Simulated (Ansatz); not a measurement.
The cluster MgF2⁺. Charge 1, multiplicity 2. Geometry PBE-D4/def2-TZVP.

```csv
atom,x (Å),y (Å),z (Å)
Mg1,-0.2558,-0.4570,-0.8265
F2,-0.5352,-0.4324,0.9839
F3,0.7909,0.8894,-0.1573
```

The structure comes from a short search, and lower isomers may exist.

(1) Estimate the α-spin orbital energies around the gap (eV) in Ansatz with HF/6-31G, r2SCAN-D4/def2-TZVP, B97M-V/def2-TZVP, PBE0-D4/def2-SVP, PBE0-D4/def2-TZVP.

Results:

(1) 
| orbital | HF/6-31G | r2SCAN-D4/def2-TZVP | B97M-V/def2-TZVP | PBE0-D4/def2-SVP | PBE0-D4/def2-TZVP |
| --- | --- | --- | --- | --- | --- |
| HOMO−9 | -72.64 | -57.89 | -58.48 | -61.44 | -60.64 |
| HOMO−8 | -72.59 | -57.87 | -58.47 | -61.42 | -60.63 |
| HOMO−7 | -53.67 | -37.12 | -38.20 | -38.60 | -39.21 |
| HOMO−6 | -44.87 | -36.45 | -37.57 | -37.85 | -38.51 |
| HOMO−5 | -30.56 | -18.65 | -18.69 | -20.41 | -20.50 |
| HOMO−4 | -28.33 | -17.17 | -17.35 | -18.83 | -18.89 |
| HOMO−3 | -27.89 | -16.66 | -16.85 | -18.30 | -18.38 |
| HOMO−2 | -20.45 | -16.62 | -16.80 | -18.30 | -18.37 |
| HOMO−1 | -20.00 | -16.52 | -16.52 | -18.18 | -18.26 |
| HOMO | -19.92 | -15.97 | -16.16 | -17.63 | -17.71 |
| LUMO | -7.40 | -9.13 | -9.68 | -9.52 | -9.39 |
| LUMO+1 | -3.76 | -5.57 | -5.99 | -5.85 | -5.69 |
| LUMO+2 | -3.07 | -5.07 | -5.54 | -5.27 | -5.19 |
| LUMO+3 | -1.20 | -3.73 | -4.20 | -3.68 | -3.81 |
| LUMO+4 | -0.15 | -1.91 | -2.37 | -2.45 | -2.15 |
| LUMO+5 | 1.29 | -1.23 | -1.77 | -0.56 | -1.43 |
| β HOMO | -19.01 | -15.51 | -15.71 | -16.64 | -16.70 |
| β LUMO | -7.45 | -13.53 | -13.43 | -12.46 | -12.48 |
